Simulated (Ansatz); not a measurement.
Stepwise reaction of `[Cl][Mg][Cl]` with water, as a gas-phase model of exchange steps in deposition or etching. ΔE in kJ/mol.

Isolated molecules relaxed with PBE0-D4/def2-TZVP in Ansatz; ΔE leaves out vibrations. CCSD(T)/CBS adds triple-zeta CCSD(T) − MP2 to the extrapolated MP2 energy (def2 sets, frozen cores). This one scheme is used for every species. DFT in def2-TZVPP. B3LYP here is the variant with VWN-RPA as its local correlation; programs differ in this. For Mg outer-core shells are correlated without core-valence functions, which leaves a few kJ/mol of doubt a bond. One conformer a species, not always the lowest.

| step | reaction | PBE-D4 | B3LYP-D4 | ωB97M-V | CCSD(T)/CBS |
| --- | --- | --- | --- | --- | --- |
| 1 | `[Cl][Mg][Cl]` + H₂O → `[OH][Mg][Cl]` + HCl | 79.7 | 77.8 | 79.8 | 78.9 |

(1) Give the row of step 2, `[OH][Mg][Cl]` + H₂O → `[OH][Mg][OH]` + HCl. (An estimate is asked.)

(2) By hand: ΔE of the 2 steps together at CCSD(T)/CBS.

Results:

(1) Computed: 
| step | reaction | PBE-D4 | B3LYP-D4 | ωB97M-V | CCSD(T)/CBS |
| --- | --- | --- | --- | --- | --- |
| 2 | `[OH][Mg][Cl]` + H₂O → `[OH][Mg][OH]` + HCl | 82.6 | 82.3 | 85.0 | 84.3 |

(2) (78.9) + (84.3) = 163.2 kJ/mol, or 81.6 kJ/mol a step.

In ΔE each step is higher than the one before. All are uphill at CCSD(T)/CBS. PBE-D4 differs from CCSD(T)/CBS by -1.7 to 0.8 kJ/mol a step. Isolated molecules leave out the surface, adducts and barriers. Largest T1 diagnostic: 0.011.
